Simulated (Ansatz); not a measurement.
The same path of CH3NO2 (7 atoms, charge 0, multiplicity 1) was run twice with different band settings. Lost on the way: O3–H6. Made: N1–H6.

The calculation used RKS revPBE-D4/def2-SVP in Ansatz.

Relaxed end points:

```xyz
7
Properties=species:S:1:pos:R:3
N -0.663 0.755 0.530
C 0.153 -0.111 0.047
O 1.132 -0.654 0.801
O 0.238 -0.647 -1.201
H -1.353 1.078 -0.160
H 1.025 -0.237 1.679
H -0.471 -0.253 -1.741
```

```xyz
7
Properties=species:S:1:pos:R:3
N -0.425 0.354 0.666
C 0.513 -0.397 -0.043
O 1.490 -0.921 0.450
O 0.220 -0.548 -1.377
H -0.911 1.119 0.193
H -0.131 0.578 1.618
H -0.694 -0.253 -1.552
```

Common settings: movable images 7; climbing image yes; spring 5.0 eV/Å²; optimiser quadratic models (default); start path through a guess of the saddle point; iteration limit 60; end points relaxed.

| run | force threshold |
| --- | --- |
| 1 | 0.03 eV/Å |
| 2 | 0.2 eV/Å |

(1) What does each run give, and how far can it be trusted?

Answers

(1) Run 1: converged after 16 iterations, highest image 1.178 eV above the first end. A vibrational analysis at the climbing image gives one clearly imaginary mode, 1724i cm⁻¹: a first-order saddle point.
Run 2: converged after 7 iterations, highest image 1.179 eV above the first end. The threshold of 0.2 eV/Å is loose, so the images may lie well off the minimum-energy path. Another band between the same ends (7 images) ends at a top of the same energy, where a vibrational analysis finds 1 clearly imaginary mode.
The orbitals stay closed-shell, which can raise the energy where a bond breaks towards radicals; this wasn't checked here.
